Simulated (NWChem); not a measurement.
# PBE0/def2-SVPD (COSMO-KS propanol) run of [PH2]− (SMILES [PH2-])

What is the energy difference between two shapes of [PH2]− at PBE0/def2-SVPD (COSMO-KS propanol)? Input form: an ASE script.

Program for the calculation: NWChem 7.3.0.

1 further run of the same task is left out (set aside as unsound or not needed).

**1. Starting point**

The species is [PH2]− (3 atoms), meant as a singlet with charge -1. SMILES: `[PH2-]`. The coordinates come from a GFN2-xTB relaxation.

Bond lengths: P1–H2 1.345 Å, P1–H3 1.345 Å. Angles: H2–P1–H3 91.0°.

**2. The energy at PBE0/def2-SVPD (COSMO-KS propanol)**

run.py

```python
from ase import Atoms
from ase.calculators.nwchem import NWChem

mol = Atoms(['P', 'H', 'H'], positions=[
    [0.498920, -0.293580, 0.245050],
    [0.105590, 0.990220, 0.165130],
    [-0.604500, -0.696650, -0.410180],
])

calc = NWChem(
    label='h2p',
    theory='dft',
    memory='2200 mb',
    basis='def2-SVPD',
    basispar='spherical',
    charge=-1,
    cosmo={'solvent': 'propanol', 'do_cosmo_ks': 'true'},
    dft={'xc': 'pbe0', 'mult': '1', 'grid': 'medium', 'convergence': 'energy 1e-07', 'direct': None, 'mulliken': None, 'print': 'low'},
    task='energy',
)
mol.calc = calc

e = mol.get_potential_energy()
print(f"E = {e:.6f} eV")
```

Run with:

```bash
$ export ASE_NWCHEM_COMMAND="nwchem PREFIX.nwi > PREFIX.nwo"
$ python run.py
```

Log:

```text
E = -9317.002272 eV
```

The calculator wrote h2p.nwi:

```
title "h2p"

permanent_dir h2p

scratch_dir h2p

start h2p

geometry units angstrom nocenter noautosym noautoz
  P  4.9891999999999997e-01 -2.9358000000000001e-01 2.4504999999999999e-01
  H  1.0559000000000000e-01 9.9021999999999999e-01 1.6513000000000000e-01
  H  -6.0450000000000004e-01 -6.9664999999999999e-01 -4.1017999999999999e-01
end

charge -1

memory 2200 mb

basis spherical noprint
   * library def2-SVPD
end

cosmo
  solvent propanol
  do_cosmo_ks true
end
dft
  xc pbe0
  mult 1
  grid medium
  convergence energy 1e-07
  direct
  mulliken
  print low
end

task dft energy
```

h2p.nwo:

```text
Northwest Computational Chemistry Package (NWChem) 7.3.0
             --------------------------------------------------------

           Job information
           ---------------

    nwchem branch   = 7.3.0
    use scalapack   = T
    input           = h2p.nwi
    prefix          = h2p.
    data base       = h2p/h2p.db
    status          = startup
    nproc           =        1

           Memory information
           ------------------

    heap     =     72089596 doubles =      550.0 Mbytes
    stack    =     72089601 doubles =      550.0 Mbytes
    global   =    144179200 doubles =     1100.0 Mbytes (distinct from heap & stack)
    total    =    288358397 doubles =     2200.0 Mbytes
    verify   = yes
    hardfail = no

           Directory information
           ---------------------

  0 permanent = h2p
  0 scratch   = h2p

[... 28 lines left out ...]
            Nuclear Dipole moment (a.u.)
[... 109 lines left out ...]
   convergence    iter        energy       DeltaE   RMS-Dens  Diis-err    time
[... 9 lines left out ...]
      One electron energy =     -506.273237418410
[... 1 line left out ...]
    Exchange-Corr. energy =      -24.076732909520
[... 2 lines left out ...]
             COSMO energy =        3.995832609951
[... 8 lines left out ...]
                 gas phase energy =      -342.283396370085
                 sol phase energy =      -342.393520998880
 (electrostatic) solvation energy =         0.110124628795 (   69.10 kcal/mol)

     ---------------------------------------------
      Total Density - Mulliken Population Analysis
     ---------------------------------------------

    Atom       Charge   Shell Charges
 -----------   ------   -------------------------------------------------------
    1 P   15    15.60   2.00  1.98  1.13  0.49  0.21  5.93  1.50  2.29  0.06  0.01
    2 H    1     1.20   0.75  0.17  0.02  0.26
    3 H    1     1.20   0.75  0.18  0.02  0.26

     -------------------------------------------
      Total Density - Lowdin Population Analysis
     -------------------------------------------

    Atom       Charge   Shell Charges
 -----------   ------   -------------------------------------------------------
    1 P   15    14.92   2.00  1.94  0.67  0.39  0.27  5.81  1.57  2.11  0.08  0.07
    2 H    1     1.54   0.62  0.32  0.05  0.56
    3 H    1     1.54   0.62  0.32  0.05  0.56

 Task  times  cpu:        2.1s     wall:        2.1s
 Total times  cpu:        2.1s     wall:        2.1s
```

It took 3.3 s on 1 thread of INTEL XEON PLATINUM 8581C at 2.30GHz (Emerald Rapids), shared host; peak memory 0.11 GiB.

**3. The distorted shape, same level**

run.py

```python
from ase import Atoms
from ase.calculators.nwchem import NWChem

mol = Atoms(['P', 'H', 'H'], positions=[
    [0.564677, -0.246657, 0.190213],
    [0.091348, 1.052062, 0.215124],
    [-0.664391, -0.646339, -0.347693],
])

calc = NWChem(
    label='sp',
    theory='dft',
    memory='2200 mb',
    basis='def2-SVPD',
    basispar='spherical',
    charge=-1,
    cosmo={'solvent': 'propanol', 'do_cosmo_ks': 'true'},
    dft={'xc': 'pbe0', 'mult': '1', 'grid': 'medium', 'convergence': 'energy 1e-07', 'direct': None, 'mulliken': None},
    task='energy',
)
mol.calc = calc

e = mol.get_potential_energy()
print(f"E = {e:.6f} eV")
print("dipole (e A):", mol.get_dipole_moment().round(4))
```

Run with:

```bash
$ export ASE_NWCHEM_COMMAND="nwchem PREFIX.nwi > PREFIX.nwo"
$ python run.py
```

Log:

```text
E = -9317.138857 eV
dipole (e A): [-0.6078  0.2775 -0.2014]
```

The calculator wrote sp.nwi:

```
title "sp"

permanent_dir sp

scratch_dir sp

start sp

geometry units angstrom nocenter noautosym noautoz
  P  5.6467699999999998e-01 -2.4665699999999999e-01 1.9021299999999999e-01
  H  9.1347999999999999e-02 1.0520620000000001e+00 2.1512400000000001e-01
  H  -6.6439099999999995e-01 -6.4633900000000000e-01 -3.4769299999999997e-01
end

charge -1

memory 2200 mb

basis spherical noprint
   * library def2-SVPD
end

cosmo
  solvent propanol
  do_cosmo_ks true
end
dft
  xc pbe0
  mult 1
  grid medium
  convergence energy 1e-07
  direct
  mulliken
end

task dft energy
```

sp.nwo:

```text
Northwest Computational Chemistry Package (NWChem) 7.3.0
             --------------------------------------------------------

           Job information
           ---------------

    nwchem branch   = 7.3.0
    use scalapack   = T
    input           = sp.nwi
    prefix          = sp.
    data base       = sp/sp.db
    status          = startup
    nproc           =        1

           Memory information
           ------------------

    heap     =     72089596 doubles =      550.0 Mbytes
    stack    =     72089601 doubles =      550.0 Mbytes
    global   =    144179200 doubles =     1100.0 Mbytes (distinct from heap & stack)
    total    =    288358397 doubles =     2200.0 Mbytes
    verify   = yes
    hardfail = no

           Directory information
           ---------------------

  0 permanent = sp
  0 scratch   = sp

[... 129 lines left out ...]
          Convergence on energy requested:  1.00D-07
[... 22 lines left out ...]
          Spatial weights used:  Erf1
[... 4 lines left out ...]
          total energy or number of iterations.
[... 30 lines left out ...]
 2-e energy   =     159.165214
[... 51 lines left out ...]
         Total DFT energy =     -342.398540385229
[... 2 lines left out ...]
    Exchange-Corr. energy =      -24.051284061282
[... 11 lines left out ...]
                 gas phase energy =      -342.288903911212
[... 3 lines left out ...]
                       DFT Final Molecular Orbital Analysis
[... 308 lines left out ...]
 center of mass
 --------------
 x =   0.96880365 y =  -0.41421180 z =   0.32983471

 moments of inertia (a.u.)
 ------------------
           7.571045690989           0.276143799377          -2.240929571840
           0.276143799377           6.939008667468          -0.940900940124
          -2.240929571840          -0.940900940124          12.480762553421

     Multipole analysis of the density
     ---------------------------------

     L   x y z        total         alpha         beta         nuclear
     -   - - -        -----         -----         ----         -------
     0   0 0 0     -1.000000     -9.000000     -9.000000     17.000000

     1   1 0 0     -1.148622     -8.036000     -8.036000     14.923378
[... 8 lines of this table left out ...]
     2   0 0 2    -15.953371     -9.244205     -9.244205      2.535040

 Task  times  cpu:        2.0s     wall:        2.0s
 Total times  cpu:        2.0s     wall:        2.0s
```

Wall time 3 s (1 thread of INTEL XEON PLATINUM 8581C at 2.30GHz (Emerald Rapids), shared host); peak memory 0.11 GiB.

**4. Results**

At PBE0/def2-SVPD (COSMO-KS propanol):

```
                                                              quantity          value
                                             first shape: total energy  -342.39352 Eh
                               first shape: solvent term in the energy  -289.1 kJ/mol
                                         distorted shape: total energy  -342.39854 Eh
                                          distorted shape: HOMO energy       -4.38 eV
                                          distorted shape: LUMO energy        1.44 eV
distorted shape: HOMO–LUMO gap (to an unbound level, set by the basis)        5.81 eV
                           distorted shape: solvent term in the energy  -287.9 kJ/mol
                                energy change with the atoms displaced      -0.137 eV
```

In words: With the atoms displaced the energy falls by 0.14 eV (3.1 kcal/mol). The first shape isn't relaxed at this level, so the change isn't measured from a minimum. Mulliken charges (first shape) run from -0.60 on P1 to -0.20 on H2; in a basis this large or diffuse they mean little. Mulliken charges (distorted shape) run from -0.61 on P1 to -0.19 on H3; in a basis this large or diffuse they mean little.
